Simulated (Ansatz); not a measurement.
# SiH4 (singlet): from Hartree-Fock to the top rungs at distance Si1–H5 = 1.360 Å, cc-pVDZ

Aim: climb from Hartree-Fock through coupled cluster and multireference methods for SiH4 (singlet) at one geometry and basis, and see what each rung misses.

The runs use Ansatz 0.2.0, Gaussian basis; cc-pVDZ, correlated electrons: outside noble gas.

To be run: UHF; CCSD(T) on RHF; BCCD(T) on RHF; CISD; CCSDT(Q) on RHF; CASSCF and MRCISD+Q, 2 electrons in 2 orbitals; CASSCF and NEVPT2, 2 electrons in 2 orbitals; CASSCF and MRCISD+Q, 8 electrons in 8 orbitals; CASSCF and NEVPT4(SD), 8 electrons in 8 orbitals; CASSCF and NEVPT2, 8 electrons in 8 orbitals.

### Step 1. The system

The geometry derives from a PBE0/def2-TZVP stationary point (not a proven minimum). One bond is set to the value named and the two fragments are kept rigid.

5 atoms, charge 0, spin multiplicity 1.

Atoms are counted from 1 here; the program's logs count them from 0.

Bond lengths: Si1–H2 1.485 Å, Si1–H3 1.485 Å, Si1–H4 1.485 Å, Si1–H5 1.360 Å. Angles: H2–Si1–H3 109.5°, H2–Si1–H4 109.5°, H2–Si1–H5 109.5°, H3–Si1–H4 109.5°, H3–Si1–H5 109.5°, H4–Si1–H5 109.5°.

In the tables R marks a restricted determinant and U an unrestricted one; 'valence' is the active space of 8 electrons in 8 orbitals; 'pair' is the active space of 2 electrons in 2 orbitals; correlation energies count from the lowest restricted Hartree-Fock solution.

### Step 2. UHF

Contents of in.yaml:

```yaml
crystal:
  periodic: [false, false, false]
  atoms:
    - {symbol: Si, position_ang: [0.002261, -0.002265, -0.002247]}
    - {symbol: H, position_ang: [0.858111, 0.856479, 0.854585]}
    - {symbol: H, position_ang: [-0.857288, -0.856692, 0.855197]}
    - {symbol: H, position_ang: [-0.852470, 0.853270, -0.863394]}
    - {symbol: H, position_ang: [0.788638, -0.789944, -0.783767]}
basis:
  gaussian: {orbitals: cc-pVDZ}
magnetization: {spin_polarized: true, initial_magnetization: 0}
hamiltonian: {xc: hf}
output: {orbitals: {seedname: orbitals}}
```

Started as:

```console
> ansatz run in.yaml --threads 1 --pin off --events-out ev --progress --plain --max-ram 2393MiB
```

Further steps of the session: CCSD(T) on RHF; BCCD(T) on RHF; CISD; CCSDT(Q) on RHF; CASSCF and MRCISD+Q, 2 electrons in 2 orbitals; CASSCF and NEVPT2, 2 electrons in 2 orbitals; CASSCF and MRCISD+Q, 8 electrons in 8 orbitals; CASSCF and NEVPT4(SD), 8 electrons in 8 orbitals; CASSCF and NEVPT2, 8 electrons in 8 orbitals.

Before running them: what should the planned runs give, taken together? Wanted: correlation energy, RCCSDT(Q); RMP2 from RCCSDT(Q); RCCSD from RCCSDT(Q); RCCSD(T) from RCCSDT(Q); NEVPT2 pair from RCCSDT(Q); MRCISD+Q pair from RCCSDT(Q); NEVPT2 valence from RCCSDT(Q); T1 diagnostic; effectively unpaired electrons.

As calculated:

| quantity | value |
| --- | --- |
| correlation energy, RCCSDT(Q) | -4.0892 eV |
| RMP2 from RCCSDT(Q) | +920.6 meV |
| RCCSD from RCCSDT(Q) | +81.7 meV |
| RCCSD(T) from RCCSDT(Q) | +16.9 meV |
| NEVPT2 pair from RCCSDT(Q) | +929.0 meV |
| MRCISD+Q pair from RCCSDT(Q) | -14.3 meV |
| NEVPT2 valence from RCCSDT(Q) | +864.9 meV |
| levels within 1 kcal/mol (43 meV) | RCCSD(T), BCCD(T), RCCSDT, MRCISD+Q pair, MRCISD+Q valence |
| T1 diagnostic | 0.010 |
| effectively unpaired electrons | 0.01 |

In words: RCCSD(T) lands +16.9 meV from the yardstick (0.4 % of the correlation energy). One determinant dominates. Of the multireference levels listed MRCISD+Q valence comes nearest (+11.3 meV). These misses are within one basis and frozen core, not against nature; frozen cores of the runs differ by up to some meV.
